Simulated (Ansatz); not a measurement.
C$_{6}$H$_{10}$ (`CC1=CCCC1`), relaxed with RKS PBE0-D4/def2-TZVP in Ansatz 0.2.0 from a PBE-D4/def2-SVP geometry. The force threshold is 0.005 eV/Å; the program also tests the step.

Total charge 0; spin multiplicity 1.

Start:

```xyz
16

C     0.747   -1.342    1.614
C     0.157   -0.438    0.579
C    -1.122   -0.006    0.491
C    -1.327    0.954   -0.656
C    -0.039    0.769   -1.497
C     1.004    0.184   -0.516
H     1.571   -0.836    2.164
H     1.200   -2.245    1.149
H    -0.006   -1.675    2.355
H    -1.918   -0.275    1.203
H    -2.252    0.755   -1.239
H    -1.428    1.998   -0.276
H    -0.235    0.030   -2.302
H     0.299    1.702   -1.991
H     1.690   -0.548   -0.997
H     1.661    0.973   -0.080
```

(1) How much energy does the relaxation release, and in how many steps? (Estimate.)

(2) Which bonds change most? (An estimate is asked.)

(3) Give the relaxed structure. (An estimate is asked.)

Results:

(1) The calculation gave: 7.11 kJ/mol, in 6 steps.

(2) Ansatz gave: C2–C3 from 1.353 to 1.331 Å; C4–H12 from 1.116 to 1.098 Å; C6–H16 from 1.116 to 1.099 Å; C4–H11 from 1.111 to 1.094 Å.

(3) Ansatz gave: 
```xyz
16

C     0.740   -1.327    1.604
C     0.155   -0.430    0.574
C    -1.105   -0.007    0.490
C    -1.317    0.944   -0.650
C    -0.037    0.768   -1.484
C     0.997    0.178   -0.516
H     1.548   -0.825    2.147
H     1.183   -2.217    1.144
H    -0.007   -1.652    2.329
H    -1.888   -0.274    1.191
H    -2.222    0.730   -1.226
H    -1.424    1.972   -0.279
H    -0.228    0.050   -2.285
H     0.297    1.695   -1.953
H     1.656   -0.553   -0.995
H     1.654    0.950   -0.091
```
